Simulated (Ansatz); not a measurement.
2H MoS2 was calculated with PBE (PAW; Ansatz, a program for electronic structure).

Numerical settings: plane-wave cutoff 520 eV, 12×12×4 k mesh (along the axes of the cell as run), Fermi–Dirac smearing 0.01 eV, no spin polarisation, scalar-relativistic PAW data made under PBE.

The cell is scaled about its equilibrium volume:

Shape and atoms are relaxed at each volume.

| V (Å³/atom) | P (GPa) | direct gap at Γ (eV) | smallest gap on the k mesh (eV) | c (Å) |
|---|---|---|---|---|
| 20.799 | 0.10 | 2.475 | 1.380 | 14.213 |
| 21.232 | 0.05 | 2.511 | 1.415 | 14.505 |
| 21.666 | 0.00 | 2.543 | 1.446 | 14.797 |
| 22.099 | -0.03 | 2.570 | 1.472 | 15.089 |
| 22.532 | -0.04 | 2.595 | 1.497 | 15.385 |

The fundamental gap (1.45 eV at the equilibrium volume, with added k points) lies elsewhere than Γ–Γ.

Measured, for comparison: band gap 1.23 eV (room temperature, not corrected to a static lattice, bulk 2H, our sources range from 1.23 to 1.29; as tabulated in Bastos et al. (2019), arXiv:1903.08112).

Note: for a layered or molecular solid the relaxed cell lies over 5 % above the published volume, where the minimum can be shallow; the cell comes from a level without a dispersion term, which matters for the spacing of layers, chains or molecules.

Spin–orbit coupling is not included.
